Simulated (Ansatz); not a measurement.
How well does each level of theory give the elastic constant C44 of zinc-blende InP?

Reference value: 45.6 GPa (measured, temperature not stated, not corrected to a static lattice; as tabulated in Oses et al. (2018), arXiv:1811.08464).

```
level (code)           value (GPa)  cell (Å³/atom)
---------------------  -----------  --------------
LDA (Ansatz)                  45.4           24.73
PBE (Ansatz)                     ?           26.45
r²SCAN (Ansatz)               45.9           25.77
PBE0 (Ansatz)                 47.6           25.61
Hartree–Fock (Ansatz)         56.8           26.72
```

Task: What belongs in the gaps?

Result: 
- PBE (Ansatz, a first-principles code), value (GPa): 41.4

Differences against the reference: LDA -0.4 %, PBE -9.2 %, r²SCAN +0.7 %, PBE0 +4.4 %, Hartree–Fock +25 %.

The reference's temperature isn't stated, so close values are not ranked against it.

The reference has no zero-point or thermal correction, while the calculations are for a static lattice, so the differences are not the levels' errors alone. A static lattice is as a rule stiffer than a warm one, by over a tenth in soft solids.  Each level is taken at its own relaxed cell. Cutoffs and k meshes differ between the levels. Ansatz's density-functional and Hartree–Fock values are scalar-relativistic unless marked +SOC, with PAW data made under PBE.

Differences are worked out from the printed values.
